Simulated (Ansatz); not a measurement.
A made-up structure of Si2H4S, singlet:

| atom | x (Å) | y (Å) | z (Å) |
| --- | --- | --- | --- |
| Si1 | 0.5100 | -1.6390 | 0.0870 |
| Si2 | 0.8264 | 0.4141 | 0.6467 |
| S3 | -0.8960 | -0.1910 | -0.6581 |
| H4 | -2.1627 | -0.3156 | -0.1788 |
| H5 | -0.8827 | -0.0135 | -2.0064 |
| H6 | 0.6624 | 0.7059 | 2.0901 |
| H7 | 2.0548 | 1.0343 | 0.0973 |

It is relaxed with PBE-D4/def2-SVP and then PBE0-D4/def2-TZVP (Ansatz 0.2.0). Atoms count as bonded within 1.22 times the sum of their covalent radii (H–H: 0.88 Å). The end point is not checked to be a true minimum.

Task: Does its bonding change? (A judgement: the text doesn't fix the answer.)

Result: Computed: No: no bond forms or breaks.

Where it ends: The first stage lowers the energy by 1.72 eV in 8 steps. It ends as Si₂H₄S ([Si]1[SiH2][SH2]1):
```
7
angstrom
Si 0.6237 -2.0686 0.0955
Si 0.9616 0.1269 0.6936
S -0.7366 -0.4503 -0.5894
H -1.9524 0.0287 -0.1391
H -0.8250 0.2943 -1.7506
H 0.3501 0.8742 1.8421
H 1.6907 1.1901 -0.0742
```

Labels in which every atom is bracketed show which atoms are joined, not bond orders.

For scale, one of the runs: PBE0-D4/def2-TZVP relaxation, 135 basis functions, launched by `ansatz run in.yaml --threads 2 --pin off --events-out ev --progress --plain --max-ram 4352MiB`. Hardware: 2 CPU threads of an Arm Neoverse V1, shared host. Wall time about 26 s.
